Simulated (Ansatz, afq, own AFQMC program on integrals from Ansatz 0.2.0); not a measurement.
Integrals from Ansatz 0.2.0, then the random walk in our own AFQMC program (afq).

```yaml
crystal:
  periodic: [false, false, false]
  atoms:
    - {symbol: C, position_ang: [0.000000, 0.000000, 0.000000]}
    - {symbol: H, position_ang: [1.079931, 0.014026, -0.000321]}
    - {symbol: H, position_ang: [-0.552113, 0.928231, -0.002734]}
    - {symbol: H, position_ang: [-0.527818, -0.942256, 0.003055]}
basis:
  gaussian: {orbitals: 6-31G}
magnetization: {spin_polarized: true, initial_magnetization: 1}
correlation: {method: ccsd_t, electrons: outside_noble_gas, hamiltonian_folder: ham}
```

```sh
$ ansatz run in.yaml --threads 1 --pin off --events-out ev --progress --plain --max-ram 16896MiB --backend cuda --devices 0, --max-vram 18GiB
```

afq runs on the folder ham with

```
--method phaseless --trial cisd --walkers 4000 --populations 20 --least-time 60 --time-step 0.005 --steps-per-block 50 --equilibration-blocks 28 --max-blocks 4000 --target-error 0.00016 --factor-cut 1e-05 --start spin_pure --seed 3765 --release-times 0.24,0.51,0.99,1.62,2.4 --release-step 0.03 --release-every 3 --taylor-order 6
```

Times are imaginary, in 1/Eh. The walk had a cap of 122 s. With eight or more populations the least sampling time is a fifth of least-time, and the error comes from their spread.

Log:

```
orbitals 14  electrons 4 3  factors 85 of 223
reference energy -39.54651439 Eh
CCSD correlation -0.09363760 Eh in 8 cycles, weight of the determinant in the CISD state 0.9549
energy of the start -39.640056 Eh
 block  time / (1/Eh)  mean weight  energy / Eh
     1     0.250  1.0000  -39.639646
     2     0.500  1.0000  -39.640016
     3     0.750  1.0000  -39.640546
     4     1.000  1.0000  -39.640800
     5     1.250  1.0000  -39.641074
    10     2.500  1.0000  -39.641069
    15     3.750  0.9999  -39.641636
    20     5.000  1.0000  -39.641411
    23     5.750  0.9999  -39.641251
    25     6.250  0.9999  -39.641797
    30     7.500  0.9999  -39.641353
    35     8.750  1.0001  -39.641678
    40    10.000  0.9999  -39.641602
    45    11.250  1.0000  -39.641737
    50    12.500  1.0001  -39.641576
    55    13.750  0.9999  -39.641526
    60    15.000  1.0000  -39.641354
    62    15.500  1.0002  -39.642123
    65    16.250  0.9998  -39.641284
    70    17.500  1.0003  -39.641309
    75    18.750  0.9999  -39.641671
    78    19.500  0.9999  -39.641312
error from the spread of 20 populations
released: time / (1/Eh)  energy / Eh  error  mean overlap
  0.24  -39.641577  0.000030  0.9993
  0.51  -39.641541  0.000025  1.0002
  0.99  -39.641509  0.000017  1.0004
  1.62  -39.641525  0.000015  1.0011
  2.40  -39.641532  0.000026  1.0000
energy -39.641595 +/- 0.000044 Eh
(rows thinned)
```

The run passed its tests (sampling time, drift between the halves within three errors, error under three times the target), which doesn't prove that it has relaxed.

Against this walk (error 1.2 meV) on the same determinant: CCSD(T) 10.7 meV higher, CCSDT(Q) 2.4 meV higher, CCSDTQ 2.3 meV higher (within the noise), full CI 2.2 meV higher (within the noise). The error is statistical and leaves out the bias of the constraint. Released to 2.40 1/Eh the energy moves by 1.7 ± 1.4 meV (both errors), within twice the noise.

Cautions: constraint bias not in the error.

The walk took 22 s on 1 × NVIDIA H100 80GB HBM3 with 2 threads of AMD EPYC 7R13 Processor (Zen 3), with other jobs on the host (the card was shared). The log's last line is the phaseless energy.

CCSDT and higher add their correlation energy to the determinant of the CCSD(T) run, since their own runs factorise the integrals more tightly (a shift of under 2 meV). A walk keeps the symmetry of its determinant, which the program's search chose and which needn't be the lowest solution, so a lower state of the same spin and another symmetry isn't excluded.
